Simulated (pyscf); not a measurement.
H₃Si–AsH–AsH₂ (SMILES [SiH3][AsH][AsH2]) → HAs=AsH (SMILES [AsH]=[AsH]) + SiH₄ (SMILES [SiH4]) (elimination; singlet surface; As–Si, As–H broken, H–Si formed). Structures and frequencies: ωB97X-D3(BJ)/def2-SVP in PySCF. Energies in kJ/mol from the reactant's lowest minimum found.

```csv
level,barrier,reaction energy
ωB97X-D3(BJ)/def2-TZVP,234.5,+137.1
PBE/def2-TZVP,?,+96.9
r²SCAN/def2-TZVP,205.8,+107.1
B3LYP-D3(BJ)/def2-TZVP,?,?
M06-2X/def2-TZVP,219.2,+106.5
ωB97M-D3(BJ)/def2-TZVP,225.0,+107.4
```

Task: Some entries are withheld; supply them.

Result: 
- PBE/def2-TZVP, barrier: 188.9
- B3LYP-D3(BJ)/def2-TZVP, barrier: 214.5
- B3LYP-D3(BJ)/def2-TZVP, reaction energy: +98.6

The functionals in the table span 45.5 kJ/mol in this barrier, from PBE to ωB97X-D3(BJ). This is the saddle that the search found; another between the same sides may lie lower. Elements up to Kr have no core potential and no relativistic terms here.
